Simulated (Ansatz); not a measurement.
[H···H···CH₂], triplet: reading a ladder of total energies

All five atoms lie in one plane.

Geometry: a point of a hydrogen-transfer path between rigid fragments, not a stationary point.

```xyz
5

H    -1.9753    0.0000    0.0000
H    -0.9793    0.0000    0.0000
C     0.1527    0.0000    0.0000
H     0.5672    0.0000    0.9962
H     0.5672    0.0000   -0.9962
```

Basis cc-pVDZ; Ansatz 0.2.0. Correlated methods freeze the noble-gas cores, which leaves 8 electrons in 33 orbitals. R marks a restricted (for open shells ROHF) determinant, U an unrestricted one.

Full CI is exact within this basis and frozen core; it isn't the basis-set limit. The frozen core follows each run's orbitals, which can shift R against U totals by a few meV.

Runs differ by some tens of microhartree through their thresholds and, for an open shell, their frozen cores, so steps under 0.1 kcal/mol mean nothing.

```
    level  total energy (hartree)
      UHF              -40.027314
     UMP2              -40.160861
    UCCSD              -40.186593
 UCCSD(T)              -40.189616
   UCCSDT              -40.190115
UCCSDT(Q)              -40.190252
  UCCSDTQ              -40.190260
  full CI              -40.190240
```

Question: What is the correlation energy at full CI, and what share of it do UMP2 and UCCSD(T) recover?

Answer: E(corr) = -40.190240 − (-40.027314) = -0.162926 hartree = -4.433 eV. UMP2: -0.133547 / -0.162926 = 81.97 %. UCCSD(T): -0.162302 / -0.162926 = 99.62 %.

Question: By how many kcal/mol does UCCSD(T) miss full CI (1 hartree = 627.509 kcal/mol), and which steps make up the rest?

Answer: -40.189616 − (-40.190240) = 0.000624 hartree = 0.39 kcal/mol. Steps: UCCSDT − UCCSD(T) = -0.31, UCCSDT(Q) − UCCSDT = -0.09, UCCSDTQ − UCCSDT(Q) = -0.01, full CI − UCCSDTQ = 0.01 kcal/mol. That is within 1 kcal/mol of the reference in this basis, which itself misses far more of the correlation at the basis-set limit.
